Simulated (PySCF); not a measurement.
# `C/C=C(/F)CC`: 4 charge schemes on one density

Species: C5H9F.
Numbering: `[CH3:1]/[CH:2]=[C:3](/[F:4])[CH2:5][CH3:6]` (hydrogens: H7, H8, H9 on C1; H10 on C2; H11, H12 on C5; H13, H14, H15 on C6)

Cartesian coordinates in Å at the GFN2-xTB level; atoms count from 1:
```xyz
15
C5H9F angstrom
C     -2.050   -0.108   -0.480
C     -1.285    0.355    0.712
C     -0.011    0.112    0.971
F      0.511    0.640    2.116
C      1.011   -0.647    0.188
C      1.908    0.304   -0.608
H     -2.938   -0.652   -0.161
H     -1.456   -0.751   -1.122
H     -2.383    0.751   -1.062
H     -1.841    0.949    1.425
H      1.624   -1.216    0.892
H      0.518   -1.348   -0.484
H      2.397    1.008    0.061
H      2.672   -0.254   -1.143
H      1.317    0.866   -1.328
```

Density: PBE0/pcSseg-1 (PySCF); schemes: Mulliken, IAO, Hirshfeld and ESP-fitted. Geometry: GFN2-xTB, one conformer, isolated molecule.

Question: Tabulate the Mulliken, IAO, Hirshfeld and ESP-fitted charges.

Answer: In e:

```csv
atom,environment,Mulliken,IAO,Hirshfeld,ESP-fitted
C1,allylic carbon,-0.208,-0.419,-0.114,-0.449
C2,alkene CH carbon,-0.276,-0.211,-0.079,-0.033
C3,vinylic C–F carbon,+0.195,+0.278,+0.084,-0.125
F4,vinyl fluorine,-0.302,-0.294,-0.100,-0.155
C5,allylic carbon,-0.246,-0.277,-0.072,+0.237
C6,methyl carbon,-0.277,-0.415,-0.116,-0.362
H7,methyl hydrogen,+0.129,+0.153,+0.047,+0.132
H8,methyl hydrogen,+0.112,+0.140,+0.043,+0.153
H9,methyl hydrogen,+0.129,+0.153,+0.046,+0.141
H10,vinylic hydrogen,+0.113,+0.159,+0.044,+0.128
H11,methylene hydrogen,+0.139,+0.155,+0.046,+0.028
H12,methylene hydrogen,+0.132,+0.145,+0.047,+0.003
H13,methyl hydrogen,+0.125,+0.148,+0.041,+0.119
H14,methyl hydrogen,+0.117,+0.143,+0.043,+0.076
H15,methyl hydrogen,+0.116,+0.142,+0.039,+0.108
```

Mean size of the charges over all atoms: IAO 0.215 e, Mulliken 0.174 e, ESP-fitted 0.150 e, Hirshfeld 0.064 e. Each set sums to the total charge, 0, to within 0.001 e. The Mulliken scheme counts on each atom the diagonal of the density matrix times the overlap matrix over that atom's basis functions.

Lowest charge. The schemes don't all agree: Mulliken F4 (-0.302); IAO C1 (-0.419); Hirshfeld C6 (-0.116); ESP-fitted C1 (-0.449).

Highest charge. The schemes don't all agree: Mulliken C3 (+0.195); IAO C3 (+0.278); Hirshfeld C3 (+0.084); ESP-fitted C5 (+0.237).

Question: Sum the charges by element, for elements with more than one atom.

Answer: 
| element | atoms | Mulliken | IAO | Hirshfeld | ESP-fitted |
| --- | --- | --- | --- | --- | --- |
| C | 5 | -0.810 | -1.044 | -0.297 | -0.732 |
| H | 9 | +1.112 | +1.338 | +0.396 | +0.887 |

Question: How closely do the schemes follow one another over all atoms?

Answer: Correlation coefficient and root-mean-square difference: IAO with Hirshfeld 0.99, 0.166 e; Mulliken with Hirshfeld 0.98, 0.119 e; Mulliken with IAO 0.96, 0.074 e; IAO with ESP-fitted 0.63, 0.187 e; Hirshfeld with ESP-fitted 0.62, 0.156 e; Mulliken with ESP-fitted 0.52, 0.185 e.
